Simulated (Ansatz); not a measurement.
# CH₅FSi: up Jacob's ladder to CCSD(T)

Aim: compute CH₅FSi with functionals from several rungs and with coupled cluster. The yardstick is the atomisation energy at the CCSD(T) limit.

Method: functionals in def2-TZVPP, the program's frozen cores in correlated methods; program: Ansatz 0.2.0, Gaussian basis.

Plan: LDA (SPW92), PBE-D4, revPBE-D4, BLYP-D4, r2SCAN-D4, B97M-V, PBE0-D4, B3LYP-D4, r2SCANh-D4, r2SCAN0-D4, HSE06-D4, BHLYP-D4, CAM-B3LYP-D4, LC-ωPBE, ωB97X-V, ωB97M-V, B2PLYP, PBE-QIDH; CCSD(T)/def2-SVP; CCSD(T)/def2-TZVPP; MP2/def2-QZVPP; extrapolation to the limit; RPA on PBE.

### 1 The relaxed structure

An earlier PBE0-D4 in a triple-zeta def2 set relaxation fixed the geometry.

SMILES `FC[SiH3]`, 8 atoms, charge 0, spin multiplicity 1.

Atoms are counted from 1 here; the program's logs count them from 0.

Bond lengths: F1–C2 1.391 Å, C2–Si3 1.895 Å, C2–H4 1.095 Å, C2–H5 1.095 Å, Si3–H6 1.488 Å, Si3–H7 1.484 Å, Si3–H8 1.484 Å. Angles: F1–C2–Si3 110.4°, F1–C2–H4 108.2°, F1–C2–H5 108.2°, Si3–C2–H4 111.2°, Si3–C2–H5 111.2°, H4–C2–H5 107.7°, C2–Si3–H6 107.8°, C2–Si3–H7 110.0°, C2–Si3–H8 110.0°, H6–Si3–H7 109.6°, H6–Si3–H8 109.6°, H7–Si3–H8 109.7°.

### 2 LDA

This LDA is Slater exchange with PW92 correlation.

Contents of in.yaml:

```yaml
crystal:
  periodic: [false, false, false]
  atoms:
    - {symbol: F, position_ang: [-0.715547, -0.521911, -1.724950]}
    - {symbol: C, position_ang: [-0.496028, 0.415235, -0.720960]}
    - {symbol: Si, position_ang: [0.491995, -0.357652, 0.699458]}
    - {symbol: H, position_ang: [-1.469417, 0.778078, -0.373937]}
    - {symbol: H, position_ang: [0.039012, 1.264989, -1.158242]}
    - {symbol: H, position_ang: [0.693168, 0.689801, 1.736771]}
    - {symbol: H, position_ang: [1.809890, -0.828580, 0.204688]}
    - {symbol: H, position_ang: [-0.260773, -1.497059, 1.281272]}
basis:
  gaussian: {orbitals: def2-TZVPP}
hamiltonian: {xc: lda}
output: {orbitals: {seedname: orbitals}}
```

Command:

```sh
ansatz run in.yaml --threads 2 --pin off --events-out ev --progress --plain --max-ram 4352MiB
```

After this run come: PBE-D4 (GGA); revPBE-D4 (GGA); BLYP-D4 (GGA); r2SCAN-D4 (meta-GGA); B97M-V (meta-GGA); PBE0-D4 (hybrid); B3LYP-D4 (hybrid); r2SCANh-D4 (hybrid); r2SCAN0-D4 (hybrid); HSE06-D4 (hybrid); BHLYP-D4 (hybrid); CAM-B3LYP-D4 (range-separated); LC-ωPBE (range-separated); ωB97X-V (range-separated); ωB97M-V (range-separated); B2PLYP (double hybrid); PBE-QIDH (double hybrid); CCSD(T) in def2-SVP; CCSD(T) in def2-TZVPP; MP2 in def2-QZVPP; RPA on PBE orbitals.

Q: Predict the results of all the runs planned. Wanted: atomisation energy, CCSD(T)/CBS; farthest beyond LDA; mean size of error, GGA; mean size of error, meta-GGA; mean size of error, hybrid; mean size of error, range-separated; mean size of error, double hybrid; gap, smallest and largest; T1 diagnostic.

**Answer**, as computed:

```
                               quantity                                                                value
        atomisation energy, CCSD(T)/CBS                                                       628.2 kcal/mol
functionals within 3.1 kcal/mol (0.5 %)  PBE-D4, r2SCAN-D4, B97M-V, B3LYP-D4, CAM-B3LYP-D4, ωB97X-V, ωB97M-V
                    farthest beyond LDA                                            BHLYP-D4 (-14.9 kcal/mol)
                mean size of error, GGA                                                         5.4 kcal/mol
           mean size of error, meta-GGA                                                         0.8 kcal/mol
             mean size of error, hybrid                                                         6.6 kcal/mol
    mean size of error, range-separated                                                         2.7 kcal/mol
      mean size of error, double hybrid                                                         8.0 kcal/mol
              gap, smallest and largest                            6.82 eV (LDA (SPW92)), 14.06 eV (LC-ωPBE)
                          T1 diagnostic                                                               0.0112
triples share of the correlation energy                                                                3.0 %
```

**Reading.** LDA overbinds by 79.5 kcal/mol (13 %). PBE-D4 is off by +2.7 kcal/mol. Double hybrids carry the basis error of their MP2 part in triple zeta, and no dispersion term here, so their miss is partly the set-up's. The rungs meta-GGA, range-separated miss on average by less than the doubt on the reference (3.1 kcal/mol), so they tie. Misses under about 3.1 kcal/mol are within the doubt on the reference itself, which lacks core-valence correlation, relativity and higher excitations. Hartree-Fock recovers 75 % of the binding; the rest is correlation. CCSD(T) in def2-SVP is off by -36.1 kcal/mol, worse than the median functional, from the basis alone. The gap grows from 6.8 to 14.1 eV across the functionals, mostly with the share of exact exchange.
